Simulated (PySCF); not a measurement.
Compound: CHF3S.
Geometry (GFN2-xTB, Å), atoms numbered from 1 in this order:
```xyz
6
CHF3S angstrom
F     -0.8299    0.3834    1.1105
C     -0.4283    0.0219   -0.1091
F     -0.3093    1.1421   -0.8234
F     -1.3828   -0.7141   -0.6547
S      1.1393   -0.9159   -0.0555
H      1.8141    0.0846    0.5106
```

Computed with TDDFT B3LYP/def2-SVPD, vertical, gas phase, core orbitals frozen in the response in PySCF.

Transition dipole moments from the ground state, in atomic units and in the frame of the coordinates above (overall signs are arbitrary), for the states with f of 0.002 or more among the lowest 8:

```json
{"state": "S2", "E (eV)": "6.761", "μx": "-0.110", "μy": "-0.161", "μz": "0.415"}
{"state": "S3", "E (eV)": "8.222", "μx": "0.102", "μy": "0.149", "μz": "-0.384"}
{"state": "S4", "E (eV)": "8.415", "μx": "-0.025", "μy": "-0.037", "μz": "0.095"}
{"state": "S5", "E (eV)": "8.632", "μx": "0.096", "μy": "0.091", "μz": "0.058"}
{"state": "S6", "E (eV)": "8.724", "μx": "-0.066", "μy": "-0.092", "μz": "0.246"}
{"state": "S7", "E (eV)": "8.755", "μx": "0.372", "μy": "-0.182", "μz": "0.031"}
{"state": "S8", "E (eV)": "9.207", "μx": "0.078", "μy": "-0.387", "μz": "-0.134"}
```

**Question.** Work out the oscillator strengths.

**Answer.** f = (2/3) ΔE |μ|² with ΔE in hartree (27.2114 eV).

```json
{"state": "S2", "|μ|² (au)": "0.210", "|μ| (D)": "1.17", "f": "0.035"}
{"state": "S3", "|μ|² (au)": "0.180", "|μ| (D)": "1.08", "f": "0.036"}
{"state": "S4", "|μ|² (au)": "0.011", "|μ| (D)": "0.27", "f": "0.002"}
{"state": "S5", "|μ|² (au)": "0.021", "|μ| (D)": "0.37", "f": "0.004"}
{"state": "S6", "|μ|² (au)": "0.074", "|μ| (D)": "0.69", "f": "0.016"}
{"state": "S7", "|μ|² (au)": "0.173", "|μ| (D)": "1.06", "f": "0.037"}
{"state": "S8", "|μ|² (au)": "0.174", "|μ| (D)": "1.06", "f": "0.039"}
```

**Question.** Label these states by symmetry in Cs.

**Answer.** The ground state is totally symmetric, so the direction of μ fixes the label. Polarised normal to the mirror plane, so A″: S2, S3, S4 and S6. Polarised in the mirror plane, so A′: S5, S7 and S8.

**Question.** What angle do the transition dipoles of S2 and S3 make?

**Answer.** |cos θ| = |μa·μb| / (|μa| |μb|) = 1.00, so θ ≈ 0° (taken between 0 and 90°, since the signs are arbitrary).

**Question.** What peak molar absorption coefficient would the strongest computed level give as a lone Gaussian band 0.5 eV wide at half height?

**Answer.** ε(max) = 2.175×10⁸ f / FWHM, with the width in cm⁻¹. S8: 2.175×10⁸ × 0.0392 / 4033 ≈ 2100 L mol⁻¹ cm⁻¹.
